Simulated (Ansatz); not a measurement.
Input:

```yaml
crystal:
  periodic: [false, false, false]
  atoms:
    - { symbol: Al, position_ang: [-1.664029, 1.212324, 0.074023] }
    - { symbol: Si, position_ang: [1.322637, -0.797959, 0.439378] }
    - { symbol: "N", position_ang: [-1.614187, 0.674386, -1.453899] }
    - { symbol: H, position_ang: [0.174969, -0.215166, -0.245592] }
    - { symbol: H, position_ang: [-1.654883, 1.672985, 1.569545] }
    - { symbol: H, position_ang: [0.959236, -2.13521, 0.995304] }
    - { symbol: H, position_ang: [2.456378, -0.944929, -0.520086] }
    - { symbol: H, position_ang: [1.748992, 0.08808, 1.566455] }
    - { symbol: H, position_ang: [-1.729213, 0.44539, -2.425129] }
basis:
  gaussian: { orbitals: def2-SVP }
hamiltonian:
  xc: pbe0
relax:
  f_tol: 0.03
  max_steps: 50
output:
  orbitals: {}
```

Launched with:

```bash
$ ansatz run input.yaml --threads 2 --pin off --max-ram 3072MiB --backend cpu --events-out ev --progress --plain --runs-dir out
```

Hardware: 2 threads of Arm Neoverse V2, on a shared host.

Q: Roughly how long does this run take, and how much memory?

A: 26 s, with a peak of 0.15 GiB, for 21 ionic steps.
